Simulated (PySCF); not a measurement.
**Electric field gradients and quadrupole coupling constants**

C3H4F2S.
Geometry (PBE0-D3(BJ)/def2-SVP, Å), atoms numbered from 1 in this order:
```
atom  x, y, z in Å
C1     1.2814    0.0575    0.0303
C2    -0.0718   -0.0023    0.6464
S3    -0.3899   -0.0231    2.2329
C4    -1.2166   -0.0506   -0.3484
F5    -1.1532    1.0318   -1.1560
F6    -1.0808   -1.1479   -1.1263
H7     2.0671    0.0804    0.7936
H8     1.4202   -0.8130   -0.6324
H9     1.3505    0.9508   -0.6127
H10   -2.1968   -0.0767    0.1532
```

Field gradients from the PBE0/pcSseg-1 density (PySCF, non-relativistic), principal values in atomic units, ordered |Vxx| ≤ |Vyy| ≤ |Vzz|:

| atom | Vxx | Vyy | Vzz |
| --- | --- | --- | --- |
| S3 | 1.0273 | 2.0838 | -3.1111 |

Problem. Find the asymmetry η = (Vxx − Vyy)/Vzz and the couplings χ = eQV/h (234.96 MHz × Q in barn × V in au), with Q(33S) = −0.0678 b.

Solution. 
```json
{"atom": "S3", "environment": "thiocarbonyl sulfur", "nucleus": "33S", "η": "0.34", "χzz (MHz)": "49.56", "χxx (MHz)": "-16.37", "χyy (MHz)": "-33.20"}
```

The tensor is traceless: Vxx + Vyy + Vzz = 0.

Problem. What is Vzz at S3 in SI units (1 au = 9.71736 × 10²¹ V/m²)?

Solution. -3.1111 au = -30.232 × 10²¹ V/m².

Were the hydrogens deuterons (Q(2H) = 0.00286 b), χzz would run from 176 kHz (H10) to 198 kHz (H7).

The structure is a single PBE0-D3(BJ)/def2-SVP conformer in the gas phase; no vibrational or solvent corrections. A larger basis could move these couplings by a tenth or more.

The run behind these numbers computed NMR shieldings as well. The run took 9.9 s of wall time on one thread of an Arm Neoverse V1, shared host.
